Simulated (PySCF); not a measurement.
Bonds (- single, = double, # triple, : aromatic): C1-C2, C2=O3, C2-C4, C4-C5, C4-C6. C1 carries H7, H8, H9; C4 carries H10; C5 carries H11, H12, H13; C6 carries H14, H15, H16.

GIAO shifts from PySCF on PBE0-D3(BJ)/def2-TZVP geometries (one conformer, non-relativistic, equivalent nuclei averaged), against TMS at the same level and in the same medium; PCM means IEF-PCM chloroform.

Measured (solution, not stated per compound (mostly CDCl3 or CCl4); Pretsch, Buehlmann, Badertscher, Structure Determination of Organic Compounds, 4th ed. (2009)): C4 41.6, C5/C6 18.2, H10 2.58, H11/H12/H13/H14/H15/H16 1.11 ppm.

Which unscaled values do B97-2/pcSseg-2, gas; WP04/pcSseg-2, PCM; wB97X-D/pcSseg-2, PCM give, and how close are they?

## Answers


| atoms | measured | B97-2/pcSseg-2, gas | WP04/pcSseg-2, PCM | wB97X-D/pcSseg-2, PCM |
| --- | --- | --- | --- | --- |
| C4 | 41.6 | 45.1 | 49.2 | 46.6 |
| C5/C6 | 18.2 | 21.0 | 22.1 | 21.0 |
| H10 | 2.58 | 2.64 | 2.79 | 2.82 |
| H11/H12/H13/H14/H15/H16 | 1.11 | 1.04 | 1.08 | 1.04 |

Mean absolute error for $^{13}$C: B97-2/pcSseg-2, gas 3.2, WP04/pcSseg-2, PCM 5.8, wB97X-D/pcSseg-2, PCM 3.9 ppm.

Mean absolute error for $^{1}$H: B97-2/pcSseg-2, gas 0.07, WP04/pcSseg-2, PCM 0.12, wB97X-D/pcSseg-2, PCM 0.15 ppm.
